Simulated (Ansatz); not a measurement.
**Al₂NH₆+ (SMILES [NH3+][AlH][AlH2]): functionals against CCSD(T) at one geometry**

How do the functionals fare away from a minimum? The structure is a structure displaced at random from a GFN2-xTB minimum.

Method: single points in def2-TZVPP; program: Ansatz 0.2.0, Gaussian basis.

Cores are frozen in the correlated methods.

### 1 Starting geometry

9 atoms, charge 1, spin multiplicity 1.

Atoms are counted from 1 here; the program's logs count them from 0.

Bond lengths: N1–H4 0.965 Å, N1–H5 1.173 Å, Al2–Al3 2.520 Å, Al3–H8 1.550 Å, Al3–H9 1.348 Å. Angles: H4–N1–H5 137.9°, Al2–Al3–H8 136.6°, Al2–Al3–H9 106.5°, H8–Al3–H9 115.7°.

Coordinates:

```
N    -1.0207    1.0583   -0.6579
Al    0.8662   -0.3632   -0.7748
Al    0.7829   -1.4281    1.5079
H    -1.7748    0.7136   -0.1651
H    -0.7833    1.4145   -1.7496
H    -0.5350    1.8673    0.3716
H     1.1959   -0.0921   -2.6136
H     1.6558   -2.4175    2.3217
H    -0.1432   -0.7486    2.2130
```

### 2 CCSD(T)/def2-TZVPP

run/in.yaml

```yaml
crystal:
  periodic: [false, false, false]
  atoms:
    - {symbol: N, position_ang: [-1.020700, 1.058300, -0.657900]}
    - {symbol: Al, position_ang: [0.866200, -0.363200, -0.774800]}
    - {symbol: Al, position_ang: [0.782900, -1.428100, 1.507900]}
    - {symbol: H, position_ang: [-1.774800, 0.713600, -0.165100]}
    - {symbol: H, position_ang: [-0.783300, 1.414500, -1.749600]}
    - {symbol: H, position_ang: [-0.535000, 1.867300, 0.371600]}
    - {symbol: H, position_ang: [1.195900, -0.092100, -2.613600]}
    - {symbol: H, position_ang: [1.655800, -2.417500, 2.321700]}
    - {symbol: H, position_ang: [-0.143200, -0.748600, 2.213000]}
basis:
  gaussian: {orbitals: def2-TZVPP}
total_charge: 1
correlation: {method: ccsd_t}
output: {forces: true}
```

The command line of these runs was not kept.

### 3 PBE0-D4/def2-TZVPP

Changes to run/in.yaml since step 2:

```diff
@@ -15,3 +15,3 @@
 total_charge: 1
-correlation: {method: ccsd_t}
-output: {forces: true}
+hamiltonian: {xc: pbe0, dispersion: d4}
+output: {forces: true, orbitals: {seedname: orbitals}}
```

### 4 wB97M-V/def2-TZVPP

Changes to run/in.yaml since step 3:

```diff
@@ -15,3 +15,3 @@
 total_charge: 1
-hamiltonian: {xc: pbe0, dispersion: d4}
-output: {forces: true, orbitals: {seedname: orbitals}}
+hamiltonian: {xc: {name: wB97M-V}}
+output: {forces: true}
```

### 5 r2SCAN-D4/def2-TZVPP

Changes to run/in.yaml since step 4:

```diff
@@ -15,3 +15,3 @@
 total_charge: 1
-hamiltonian: {xc: {name: wB97M-V}}
+hamiltonian: {xc: r2scan, dispersion: d4}
 output: {forces: true}
```

### 6 PBE-D4/def2-TZVPP

Changes to run/in.yaml since step 5:

```diff
@@ -15,3 +15,3 @@
 total_charge: 1
-hamiltonian: {xc: r2scan, dispersion: d4}
+hamiltonian: {xc: pbe, dispersion: d4}
 output: {forces: true}
```

### 7 SPW92/def2-TZVPP

Changes to run/in.yaml since step 6:

```diff
@@ -15,3 +15,3 @@
 total_charge: 1
-hamiltonian: {xc: pbe, dispersion: d4}
+hamiltonian: {xc: lda}
 output: {forces: true}
```

### 8 r2SCAN0-D4/def2-TZVPP

Changes to run/in.yaml since step 7:

```diff
@@ -15,3 +15,3 @@
 total_charge: 1
-hamiltonian: {xc: lda}
+hamiltonian: {xc: {name: r2SCAN0}, dispersion: d4}
 output: {forces: true}
```

(Steps that only read results are left out.)

Q: Predict the outcome of this session. Wanted: energy less free atoms, CCSD(T)/def2-TZVPP; RMS force component; RMS force error; HOMO and LUMO, PBE0-D4; T1 diagnostic.

The runs gave:

| quantity | value |
| --- | --- |
| energy less free atoms, CCSD(T)/def2-TZVPP | -1346.4 kJ/mol |
| RMS force component | 2.644 to 2.764 eV/Å over the methods |
| RMS force error | PBE0-D4 0.094, wB97M-V 0.103, r2SCAN-D4 0.064, PBE-D4 0.160, SPW92 0.200, r2SCAN0-D4 0.132 eV/Å |
| HOMO and LUMO, PBE0-D4 | -12.11 and -7.62 eV |
| T1 diagnostic | 0.013 |

**Reading.** Against CCSD(T) the functionals' energies less atoms differ by -343.4 to -0.9 kJ/mol, PBE-D4 by -68.9 kJ/mol. The reference is not at the basis limit: in triple zeta CCSD(T) underbinds, which counts against methods that bind more; the gaps are no ranking. For forces r2SCAN-D4 does best and SPW92 worst. Frozen-core CCSD(T) forces in triple zeta carry basis errors of their own, and this is one geometry, so small gaps rank nothing.
